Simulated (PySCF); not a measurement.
Molecule: SMILES C(C(C=C)F)=C, C$_{5}$H$_{7}$F.

Mapped SMILES: `[CH2:1]=[CH:2][CH:3]([F:4])[CH:5]=[CH2:6]`. Each H is labelled by its parent atom. Ha(C1), Ha(C6) are cis to C3; Hb(C1), Hb(C6) are trans to C3.

Geometry PBE0-D3(BJ)/def2-SVP throughout; GIAO in PySCF 2.14.0 with density-fitted response routines, gas phase, one conformer, non-relativistic; equivalent atoms averaged; basis pcSseg-1.

Q: How do the absolute shieldings σ depend on the functional? (ppm; last column core-seconds on 1 thread of an Arm Neoverse N1, shared host; the GGAs took longer than the global hybrids here, which isn't the general rule, and the cause wasn't traced)

A: 
| functional | kind | C2/C5 | C1/C6 | C3 | F4 | Ha(C1)/Ha(C6) | H(C2)/H(C5) | Hb(C1)/Hb(C6) | H(C3) | core-s |
| --- | --- | --- | --- | --- | --- | --- | --- | --- | --- | --- |
| HF | Hartree–Fock | 48.5 | 69.1 | 109.4 | 439.1 | 25.74 | 25.90 | 26.18 | 26.69 | 8.6 |
| LDA | LDA | 32.3 | 58.5 | 79.5 | 395.8 | 24.99 | 24.72 | 25.32 | 24.95 | 20 |
| PBE | GGA | 38.0 | 63.4 | 82.9 | 392.1 | 25.46 | 25.23 | 25.82 | 25.46 | 25 |
| BLYP | GGA | 32.6 | 59.3 | 77.4 | 390.7 | 25.73 | 25.51 | 26.11 | 25.66 | 25 |
| BP86 | GGA | 37.8 | 63.0 | 82.5 | 393.2 | 25.53 | 25.32 | 25.89 | 25.54 | 25 |
| OPBE | GGA | 49.7 | 72.5 | 92.4 | 393.7 | 25.44 | 25.23 | 25.77 | 25.53 | 25 |
| KT2 | GGA | 49.7 | 74.1 | 89.4 | 393.6 | 25.59 | 25.39 | 25.96 | 25.51 | 25 |
| KT3 | GGA | 50.9 | 74.6 | 90.3 | 392.0 | 25.76 | 25.58 | 26.14 | 25.71 | 25 |
| B97-D | GGA | 42.0 | 66.3 | 84.4 | 394.9 | 25.75 | 25.57 | 26.13 | 25.72 | 25 |
| B3LYP | global hybrid | 35.3 | 60.3 | 84.6 | 404.0 | 25.65 | 25.54 | 26.04 | 25.88 | 18 |

Q: Which nucleus moves most, in ppm?

A: F4 (fluorine on an sp3 carbon): from 390.7 ppm with BLYP to 439.1 ppm with HF. The smallest spread is 0.77 ppm, at Ha(C1)/Ha(C6). Proton shifts span only some 12 ppm, so a few tenths of a ppm matter as much there as several ppm in carbon.
